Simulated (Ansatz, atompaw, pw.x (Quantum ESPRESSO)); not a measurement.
Equation-of-state test of one PAW (atompaw) potential (hydrogen)

atompaw 4.2.0.5 input, output lines left out:

```
H 1
GGA-PBESOL scalarrelativistic loggrid 1500 logderivrange -2 5 176
1 0 0 0 0 0
1 0 1
0 0 0
v
1
1.50 1.22 1.40 1.20
y
-0.05
n
y
-0.05
n
custom rrkj vanderbiltortho sinc
bessel
1.50
1.50
1.25
```

Crystal test: diamond H in pw.x 7.5, no spin, 15³ k-points, Fermi–Dirac smearing 0.01 Ry, cutoffs 40/400 Ry. The reference is all-electron LAPW (Ansatz 0.2.0) with the same functional, mesh and smearing; V0 and B0 come from Birch–Murnaghan fits to the pressures at five volumes. Errors are pseudo minus all-electron; Δ is the rms difference of the E(V) curves that follow from these fits, minima aligned, over ±6 % about the mean V0. Mesh and smearing are coarse, so the numbers serve the comparison and aren't converged zero-temperature values; the lattice is a test structure that the element need not adopt.

All-electron: a0 = 2.994 Å (V0 = 3.35 Å³/atom), B0 = 95.5 GPa.

Problem. How far does the potential miss the all-electron equation of state?

Solution. mean pressure error (GPa): +0.98; a0 (Å): 3.004; a0 error (%): +0.33; B0 error (%): +0.2; Δ (meV/atom): 0.7. The largest radius (1.50 bohr) exceeds half the bond length (1.22 bohr), so the spheres overlap, which is one possible source of error among others.

```json
{"V (Å³/atom)": "3.187", "P all-electron (GPa)": "5.27", "P pseudo (GPa)": "6.42"}
{"V (Å³/atom)": "3.271", "P all-electron (GPa)": "2.49", "P pseudo (GPa)": "3.54"}
{"V (Å³/atom)": "3.355", "P all-electron (GPa)": "-0.03", "P pseudo (GPa)": "0.94"}
{"V (Å³/atom)": "3.439", "P all-electron (GPa)": "-2.30", "P pseudo (GPa)": "-1.40"}
{"V (Å³/atom)": "3.523", "P all-electron (GPa)": "-4.34", "P pseudo (GPa)": "-3.52"}
```

Problem. At the middle volume, how do free energy and pressure move when the wave cutoff is lowered (ecutrho held at 400 Ry)?

Solution.

| cutoff (Ry) | shift of F (meV/atom) | shift of P (GPa) |
| --- | --- | --- |
| 18 | +7.7 | -1.28 |
| 24 | +1.1 | -0.08 |
| 32 | +0.5 | +0.00 |

The run at the middle volume (120 k-points, 5 iterations) took about 3.6 s on one core of a shared host (Intel(R) Xeon(R) Platinum 8488C, 96 threads, 372 GiB, load 55).
